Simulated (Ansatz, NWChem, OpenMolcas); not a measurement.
# How methods differ on AlSiNH8 (SMILES [AlH3-][NH2+][SiH3])

The species is AlSiNH8 (11 atoms), meant as a singlet with charge 0. SMILES: `[AlH3-][NH2+][SiH3]`. The shape is that of a PBE0-D4/def2-TZVP optimisation.

Quantity: the vertical ionisation energy (to the doublet cation), in eV. The values are calculated.

```
                                   level                    kind     program  value (eV)  less CCSD(T)/def2-SVP
                          SVWN5/def2-SVP                     LDA      Ansatz        9.35                  -0.58
                          M06-L/def2-SVP                meta-GGA  OpenMolcas        9.72                  -0.21
                           TPSS/def2-SVP                meta-GGA  OpenMolcas        9.53                  -0.40
                          HSE06/def2-SVP  range-separated hybrid      Ansatz        9.68                  -0.25
                         B2PLYP/def2-SVP           double hybrid      Ansatz        9.81                  -0.12
                            MP2/def2-SVP     perturbation theory      NWChem        9.94                  +0.01
                        BCCD(T)/def2-SVP   coupled cluster or CI      Ansatz        9.90                  -0.03
CCSD(T)/def2-SVP, open shells restricted   coupled cluster or CI  OpenMolcas        9.93                   0.00
```

Differences are taken from CCSD(T)/def2-SVP, open shells restricted for orientation; it has basis-set and higher-order errors of its own. The values span 9.35 to 9.94 eV.
